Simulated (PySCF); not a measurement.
Z-matrix (Å, degrees):
```
C
O 1 1.2028
H 1 1.1109 2 123.77
C 1 1.5224 3 114.70 2 180.00
O 4 1.2028 1 121.53 3 0.00
H 4 1.1109 5 123.77 1 -180.00
```
Charge 0, spin multiplicity 1.

Question: Give the LUMO, total energy and HOMO–LUMO gap at the level PBE-D3(BJ)/def2-TZVP // r2SCAN-D4/def2-TZVP (PySCF).

Answer: 
```
Property             Value
-------------  -----------
LUMO              -4.30 eV
total energy   -6195.21 eV
HOMO–LUMO gap      1.96 eV
```
